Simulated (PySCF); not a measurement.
Rows and methods have been separated. Pair them.

Species: NH3.
Geometry (GFN2-xTB, Å), atoms numbered from 1 in this order:
```
atom  x, y, z in Å
N1     0.006    0.003    0.269
H2     0.925   -0.196   -0.107
H3    -0.630   -0.701   -0.086
H4    -0.289    0.899   -0.099
```

The closed-shell ground state was solved 7 times with PySCF (density fitting, gas phase), always in the 6-31++G** basis (36 functions), with these functionals: B3LYP, B97-2, BP86, CAM-B3LYP, HF, PW91 and wB97X.

| row | total energy (Eh) | HOMO (eV) | LUMO (eV) | dipole (D) |
| --- | --- | --- | --- | --- |
| P | -56.5463 | -10.15 | 1.36 | 1.84 |
| Q | -56.5637 | -6.10 | -0.61 | 1.77 |
| R | -56.5437 | -7.30 | -0.14 | 1.78 |
| S | -56.5371 | -6.06 | -0.83 | 1.76 |
| T | -56.5347 | -9.09 | 0.27 | 1.83 |
| U | -56.5660 | -7.33 | -0.46 | 1.79 |
| V | -56.2006 | -11.55 | 1.17 | 1.84 |

Task: Which functional belongs to which row?

Result: P = wB97X, Q = BP86, R = B97-2, S = PW91, T = CAM-B3LYP, U = B3LYP, V = HF. By rising HOMO–LUMO gap: PW91 (GGA) 5.23 eV; BP86 (GGA) 5.49 eV; B3LYP (global hybrid, 20 % exact exchange) 6.87 eV; B97-2 (global hybrid, 21 % exact exchange) 7.16 eV; CAM-B3LYP (range-separated hybrid) 9.36 eV; wB97X (range-separated hybrid) 11.51 eV; HF (all exact exchange) 12.72 eV. Total energies of different functionals aren't bounds to one another; each is stationary for its own functional.
